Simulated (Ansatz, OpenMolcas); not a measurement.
C2H3FO (acetyl fluoride): from total energies to a heat of formation

C2H3FO has 7 atoms, charge 0, and is taken as a singlet. As SMILES, `CC(=O)F`. Geometry: relaxed at PBE0-D4/def2-TZVP.

Total energies at HF/3-21G (OpenMolcas 26.06); the atoms run unrestricted:

| species | state | energy (Eh) |
| --- | --- | --- |
| C2H3FO | singlet | -250.406298 |
| C | triplet | -37.481070 |
| O | triplet | -74.393657 |
| F | doublet | -98.845009 |
| H | doublet | -0.496199 |

Harmonic wavenumbers at PBE0-D4/def2-TZVP, in cm⁻¹: 127, 417, 577, 609, 862, 1009, 1066, 1219, 1396, 1458, 1466, 1940, 3075, 3146, 3195.

Measured heats of formation of the gaseous atoms at 298.15 K, in kJ/mol: C 716.9, O 249.2, F 79.4, H 218.0. Spin-orbit lowering of the atoms at 298 K (mean of the ground term's levels less their thermal mean, from spectra), in kJ/mol: C 0.02, O 0.40, F 1.29. Take 1 Eh = 2625.50 kJ/mol, 1 cm⁻¹ = 0.0119627 kJ/mol, RT = 2.479 kJ/mol.

**Question.** What heat of formation follows?

**Answer.** 
1. Electronic atomisation energy: 2 × (-37.481070) + (-74.393657) + (-98.845009) + 3 × (-0.496199) − (-250.406298) = 0.716895 Eh = 1882.2 kJ/mol.
2. Zero-point energy: half the sum of the wavenumbers, 10781 cm⁻¹ = 129.0 kJ/mol.
3. Thermal vibrational enthalpy, Σ hcν̃/(exp(hcν̃/kT) − 1): 3.9 kJ/mol. Translation, rotation and pV of a non-linear molecule: 4 RT = 9.9 kJ/mol.
4. The 7 free atoms carry 5/2 RT each: 43.4 kJ/mol.
5. Spin-orbit coupling lowers the free atoms by 2 × 0.02 + 0.40 + 1.29 = 1.7 kJ/mol.
6. Atomisation enthalpy at 298 K: 1882.2 − 1.7 − 129.0 − 3.9 − 9.9 + 43.4 = 1781.1 kJ/mol.
7. Sum of the atoms' heats of formation: 2416.4 kJ/mol. Heat of formation: 2416.4 − 1781.1 = +635.3 kJ/mol.

The tabulated value is -442.1 kJ/mol (CRC Handbook of Chemistry and Physics), so this level is off by +1077.4 kJ/mol, or 37.7 % of the atomisation enthalpy. Hartree–Fock leaves out correlation, which is larger in the molecule than in the atoms, so it underbinds and puts the heat of formation too high. A basis without polarisation functions underbinds badly. Anharmonicity and any spin-orbit splitting of the molecule are left out.
